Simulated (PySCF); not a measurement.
## TDDFT excited states: C4H7FO

C₄H₇FO.
InChI=1S/C4H7FO/c1-4(3-5)6-2/h1,3H2,2H3

Computed, not measured: PySCF 2.14.0, density-fitted response routines, TDDFT CAM-B3LYP/def2-SVPD, vertical, gas phase, core orbitals frozen in the response. The structure is a single GFN2-xTB conformer in the gas phase; no vibrational or solvent corrections. Torsions of this conformer, `[CH2:1]=[C:2]([CH2:3][F:4])[O:5][CH3:6]`: C1–C2–C3–F4 0°, C1–C2–O5–C6 0°.

```
state  E (eV)  ν̃ (cm⁻¹)       f  symmetry  main configurations (H = HOMO, L = LUMO)
   S1    6.67      53800   0.033        A″                                 H→L (91%)
   S2    7.15      57680   0.304        A′                               H→L+1 (96%)
   S3    7.26      58590  0.0008         –                  H→L+3 (75%), H→L+4 (15%)
   S4    7.55      60930  0.0014         –                               H→L+2 (88%)
   S5    7.88      63580   0.022        A″                  H→L+4 (73%), H→L+3 (17%)
   S6    8.41      67830   0.030        A′                               H→L+5 (97%)
   S7    8.59      69320   0.026        A″                  H→L+6 (50%), H→L+7 (42%)
   S8    8.65      69800  0.0071        A″                  H→L+7 (48%), H→L+6 (37%)
```

Triplets, Tamm–Dancoff:

```json
{"state": "T1", "E (eV)": "4.55", "λ (nm)": "272.8", "main configurations (H = HOMO, L = LUMO)": "H→L+1 (87%)"}
{"state": "T2", "E (eV)": "6.53", "λ (nm)": "189.8", "main configurations (H = HOMO, L = LUMO)": "H→L (87%)"}
{"state": "T3", "E (eV)": "7.05", "λ (nm)": "175.9", "main configurations (H = HOMO, L = LUMO)": "H→L+3 (64%), H→L+4 (22%)"}
```

The lowest singlet comes at 186 nm (644 kJ/mol) in the vacuum ultraviolet; it is of moderate strength; its leading configuration is HOMO→LUMO (91%). The most intense listed level is S2 at 7.15 eV (173 nm, f = 0.304), 0.48 eV above S1. Löwdin shares by element: HOMO carbon 61% or more, oxygen 23%, hydrogen 4% or more; LUMO carbon 38% or more, hydrogen 18% or more (atoms not listed hold the other 45%). Weighted by f, the mean energy of these states is 7.36 eV. Of the 8 states listed, 5 reach f = 0.01 and none stays under 0.0005. The oscillator strengths of these states sum to 0.425; summed over the whole spectrum of an exact calculation they would give the number of electrons, 48 (Thomas–Reiche–Kuhn). Symmetry labels in Cs follow from the direction of the transition dipole and are given only for states with f of 0.002 or more. The window holds the lowest 8 singlets.

The run took about 70 s of CPU time (with the writing of density and orbital grids) (one thread, shared machine).
